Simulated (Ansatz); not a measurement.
Frontier orbitals of C₂H₆S₂, SMILES `CSSC`.

| atom | x (Å) | y (Å) | z (Å) |
| --- | --- | --- | --- |
| C1 | 1.409 | -1.163 | 0.398 |
| S2 | -0.286 | -1.137 | 1.020 |
| S3 | -0.732 | 0.840 | 1.083 |
| C4 | -1.317 | 1.189 | -0.588 |
| H5 | 1.462 | -0.783 | -0.622 |
| H6 | 2.064 | -0.587 | 1.051 |
| H7 | 1.720 | -2.210 | 0.404 |
| H8 | -1.630 | 2.236 | -0.589 |
| H9 | -0.522 | 1.057 | -1.322 |
| H10 | -2.169 | 0.557 | -0.835 |

Charge 0, multiplicity 1. The geometry is a stationary point of PBE0-D4/def2-TZVP. It is one conformer, not always the lowest. Basis def2-TZVPP, Ansatz 0.2.0.

Orbital energies of one run (eV). Highest occupied ones, from the top: -5.36, -5.51, -7.59, -8.60, -9.62, -10.13, -10.51, -10.52, -10.94, -14.15, -16.42, -18.49, -20.27, -154.92. Empty: -0.97, 0.14, 0.25, 0.76, 1.69, 2.05.

Question: Which functional gave them?
A. HSE06 (plane-wave form)
B. BLYP
C. B97M-V
D. PBE0

Answer: B. HOMO energies: BLYP -5.36, HSE06 -6.30, PBE0 -6.70, B97M-V -5.85 eV.
